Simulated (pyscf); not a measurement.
Thermochemistry of product channels of H₂Ga–AsH₂ (SMILES [GaH2][AsH2]) + SiH₂ (SMILES [SiH2]) [singlet] on the singlet surface, in kcal/mol, from ωB97M-D3(BJ)/def2-TZVP energies (ideal gas, 1 atm, RRHO with modes under 100 cm⁻¹ raised to 100, one conformer, R ln 2 for rigid chiral ones). Structures and frequencies: ωB97X-D3(BJ)/def2-SVP in PySCF.

```
products                                       ΔE  ΔH(298 K)  ΔG(298 K)  ΔG(900 K)
------------------------------------------  -----  ---------  ---------  ---------
H₃Si–AsH–GaH₂ (SMILES [SiH3][AsH][GaH2])        …      -60.2      -48.5      -25.6
H₂Ga–SiH₂–AsH₂ (SMILES [GaH2][SiH2][AsH2])  -51.6      -48.7      -38.0          …
H₃Si–GaH–AsH₂ (SMILES [SiH3][GaH][AsH2])    -58.8      -55.4      -45.0      -24.7
```

### Question
Fill in the missing entries.

### Answer

- H₃Si–AsH–GaH₂ (SMILES [SiH3][AsH][GaH2]), ΔE: -63.4
- H₂Ga–SiH₂–AsH₂ (SMILES [GaH2][SiH2][AsH2]), ΔG(900 K): -17.3

These are energies of the channels, which say nothing of barriers. Elements up to Kr have no core potential and no relativistic terms here.
